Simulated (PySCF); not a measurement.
Unknown: peak-picked proton spectrum

Formula C₄H₃N. The spectrum was simulated from the full spin Hamiltonian at 400 MHz with 0.6 Hz Lorentzian lines, from shifts rounded to 0.01 ppm and J to 0.1 Hz, couplings under 1 Hz left out.

Maxima in Hz from TMS (height), grouped by integral:
1H: 4053.6 (56), 4052.6 (58), 4051.4 (59), 4050.4 (56)
1H: 822.2 (52), 820.0 (100), 817.9 (53)
1H: 469.6 (56), 468.6 (59), 467.5 (59), 466.5 (56)

13C{1H} NMR (computed): δ 172.1, 91.2, 71.3, 14.4.

PySCF 2.14.0 with density-fitted response routines calculation with J: B3LYP/pcJ-1, geometry from GFN2-xTB and σ from GIAO-PBE0/pcSseg-1; single conformer, no solvent, non-relativistic Hamiltonian.

Shifts are taken against calculated references (same method and geometry level): TMS for 1H (σref 31.72) and 13C (σref 186.93).

(1) Analyse the multiplets.

(2) What is the compound?

## Answers

(1) 1H NMR (400 MHz, computed): δ 10.13 (dd, J = 2.2, 1.0 Hz, 1H), 2.05 (t, J = 2.1 Hz, 1H), 1.17 (dd, J = 2.1, 1.0 Hz, 1H). These are first-order names from the parameters used; overlap and second-order distortion can hide them in the list.

(2) `C#C[C@@H]1C=N1`.

Atoms are numbered as in `[CH:1]#[C:2][C@@H:3]1[CH:4]=[N:5]1`. Hydrogens are named by the atom that carries them.

- δ 10.13: H(C4), hydrogen on a C=N carbon, coupled to H(C3) (2.2 Hz), H(C1) (1.0 Hz).
- δ 2.05: H(C3), hydrogen on a three-membered-ring carbon, coupled to H(C4) and H(C1) (2.1 Hz).
- δ 1.17: H(C1), hydrogen on a terminal alkyne carbon, coupled to H(C3) (2.1 Hz), H(C4) (1.0 Hz).

The shifts were computed for this structure.

Multiplet labels drop couplings under 1 Hz and merge nearly equal ones. Unscaled 3J(H,H) at this level run about 10 % above measured values. Shifts are as computed. Against solution values, carbons near 30 ppm lie about +3 ppm off and those near 130 ppm about +5 ppm. Of 1211 compounds with measured shifts, 218 miss one by over three times the rms of a fit or turn the order of signals round; such compounds aren't used in these exercises.
